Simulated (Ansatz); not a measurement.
Reaction (hydrogenolysis of a C–S bond): `FCSCS` + H₂ → `CSCF` + H₂S

Calculated with Ansatz (gas phase, PBE0-D4/def2-TZVP geometries, no zero-point term in ΔE). CCSD(T)/CBS adds triple-zeta CCSD(T) − MP2 to the extrapolated MP2 energy (def2 sets, frozen cores). This one scheme is used for every species. DFT in def2-TZVPP. HSE06 is defined as in plane-wave codes. One conformer a species, not always the lowest.

| level | ΔE (kJ/mol) | difference from CCSD(T)/CBS |
| --- | --- | --- |
| r2SCAN-D4 | -66.4 | 1.4 |
| r2SCANh-D4 | -68.2 | -0.4 |
| HSE06-D4 | -67.4 | 0.4 |
| BHLYP-D4 | -75.2 | -7.4 |
| PBE-QIDH | -71.3 | -3.5 |
| revPBE | -72.0 | -4.2 |
| PBE0 | -73.9 | -6.1 |
| r2SCANh | -70.3 | -2.5 |
| RPA@PBE/def2-TZVPP | -71.7 | -3.9 |
| HF/def2-SVP | -102.2 | -34.4 |
| CCSD/def2-SVP | -81.6 | -13.8 |
| CCSD(T)/def2-SVP | -76.3 | -8.5 |
| CCSD/def2-TZVPP | -78.6 | -10.8 |
| CCSD(T)/def2-TZVPP | -71.8 | -4.0 |
| SCS-MP2/def2-QZVPP | -68.2 | -0.4 |
| MP2/CBS(def2) | -60.2 | 7.6 |
| CCSD(T)/CBS | -67.8 | 0 |

Largest T1 diagnostic among the species: 0.012.

From BLYP to BHLYP (50 % exact exchange), in def2-TZVPP and without D4, ΔE moves by −8.9 kJ/mol. Leaving LDA and LC-ωPBE aside and taking each functional with its dispersion term where it has one, the values, not all of them listed here, spread over 21.0 kJ/mol, from BHLYP-D4 to revPBE-D4. LDA lies +7.5 kJ/mol from PBE without D4.
